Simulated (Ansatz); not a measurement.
## TlBi$_{2}$ (P6/mmm)

Level of theory: Ansatz 0.2.0, DFT PBEsol, scalar-relativistic, plane waves, PAW.

Settings: cutoff 420 eV, Γ-centred mesh 12×12×12 on the computed 3-atom cell, Gaussian smearing of 0.10 eV; no spin polarisation.

The structure is relaxed at this level of theory with its symmetry kept. Whether it is the stable form of this composition wasn't checked.

Space group P6/mmm (No. 191). a = 5.626 Å, b = 5.626 Å, c = 3.344 Å, α = 90.00°, β = 90.00°, γ = 120.00°
```tsv
atom	site	symmetry	x	y	z
Tl	1a	6/mmm	0.0000	0.0000	0.0000
Bi	2d	-6m2	0.6667	0.3333	0.5000
```

```json
{
 "Space group": "P6/mmm (No. 191)",
 "Volume per atom": "30.56 Å³",
 "Formation energy from the elements' standard states (uncorrected)": "-0.026 eV/atom",
 "Kohn–Sham band gap": "none (metal)",
 "Density of states at the Fermi level": "1.48 states/eV per cell",
 "Löwdin character within 0.5 eV of the Fermi level": "Bi 6p 65 %, Tl 6p 23 %",
 "Bulk modulus": "48 GPa",
 "Its pressure derivative": "4.9",
 "Bader charges (e)": "Tl (1 in the cell) 0.07, Bi (2 in the cell) -0.03"
}
```

Spin-orbit coupling is left out, which matters for the bands of heavy elements.